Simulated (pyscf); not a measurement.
A first-order saddle from PySCF, ωB97X-D3(BJ)/def2-SVP:

```xyz
6

O      0.3071     1.9642    -0.5489
Cr     0.3710     0.5741     0.1023
O      1.4935     0.4854     1.1475
O     -1.0426    -0.0315     0.5628
Cl     0.3315    -1.2182    -1.4462
H     -0.7273    -0.9599    -0.4769
```
Charge 0, spin multiplicity 1.

Surface: singlet, charge 0. Lowest wavenumbers (cm⁻¹): 1042i, 103, 191, 354, 360.

Q: Name the species on either side of this saddle.

A: `[O]=[Cr](=[O])=[O]` + `[ClH]` <-> `[O]=[Cr](=[O])([OH])[Cl]`, an addition across a multiple bond or ene-type step read from left to right: Cl–H broken and Cl–Cr, H–O formed. At ωB97M-D3(BJ)/def2-TZVP it lies -0.72 eV from the left side and +2.06 eV from the right (each side as separated species at their lowest minima found). On the reactant side the descent ends in an adduct with a Cl–Cr contact, 1.18 eV under the separated species and 0.33 eV under the saddle at ωB97X-D3(BJ)/def2-TZVP. At ωB97M-D3(BJ) the saddle lies under the separated reactants, which points to a path from their complex (located at ωB97X-D3(BJ) alone). What is counted as formed (Cl–Cr) is already present as a longer contact in the reactant adduct; forming that adduct is a step of its own. At ωB97X-D3(BJ)/def2-TZVP the barrier from the zero used here is -0.86 eV. This is the saddle that the search found; another between the same sides may lie lower.
